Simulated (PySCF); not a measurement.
SiH4, SMILES [SiH4]. The structure is a stationary point at ωB97X-D3(BJ)/def2-TZVPD. The isomer is the one that the SMILES or the coordinates give; other isomers of the formula were not compared.

PySCF with TDA-PBE/def2-TZVPD puts the lowest singlet excitations at 8.46, 8.46, 8.46, 8.67, 8.67, 8.67 eV and the lowest triplet (TDA) at 7.87 eV.

Q: What are the lowest singlet roots from EOM-CCSD/aug-cc-pVDZ run with PySCF? (The exact figures need the calculation; the answer reports its results.)

A: 9.35, 9.35, 9.35, 9.41, 9.41, 9.41 eV; triplets 8.67, 8.67, 8.67 eV. S1 differs by 0.90 eV (second minus first; roots are paired by order, and the bases may differ).
